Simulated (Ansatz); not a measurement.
Born–Oppenheimer molecular dynamics of ClH6NSi (9 atoms, charge 0, multiplicity 1). It starts at the highest image of a converged band. Of that band: Neighbouring images differ by up to 1.7 eV, so the band resolves the path poorly. A vibrational analysis at the climbing image gives one clearly imaginary mode, 1487i cm⁻¹: a first-order saddle point.

These are results of RKS B3LYP/def2-SVP in Ansatz 0.2.0, not measurements.

```yaml
ensemble: NVE (velocity Verlet)
time_step: 0.5 fs
steps_asked: 200
starting_velocities_drawn_for: 300 K
seed: 2381
```

First frame:

```xyz
9
Properties=species:S:1:pos:R:3
Si -0.461 0.618 -0.188
N 0.344 -0.924 0.583
H -1.576 0.226 -1.089
H -1.173 1.084 1.054
Cl 0.639 2.377 -0.538
H 0.652 -0.918 -0.624
H 0.609 -0.174 -1.440
H 1.193 -0.708 1.114
H -0.227 -1.579 1.129
```

Problem. How far do the bonds stretch over the last three quarters of this one trajectory? (Pairs bonded in most of those frames.)

Solution. 
```
   bond  mean (Å)  spread (Å)  shortest  longest
 Si1–H3     1.503       0.044      1.43     1.58
 Si1–H4     1.491       0.030      1.43     1.54
Si1–Cl5     2.120       0.092      1.97     2.25
 Si1–H7     1.514       0.101      1.36     1.68
  N2–H6     1.026       0.014      1.00     1.06
  N2–H8     1.026       0.021      0.99     1.06
  N2–H9     1.028       0.033      0.98     1.08
```

Mean temperature of the second half: 1823 K. The conserved energy stayed within 0.27 meV per atom of its start (net change 0.0094 meV per atom), so the integration is sound. The kinetic energy rose, since the run started high on the potential surface and went downhill. It ends in pieces (ClH3Si + H3N), so much of that is their flight and rotation, not heat. A run of 0.1 ps of so small a system gives no equilibrium averages. The orbitals stay closed-shell, which can raise the energy where a bond breaks towards radicals; this wasn't checked here.

Run time: 6.5 min on 2 threads of Intel(R) Xeon(R) Platinum 8259CL CPU @ 2.50GHz (Skylake/Cascade Lake) (shared host), peak memory 0.2 GiB.
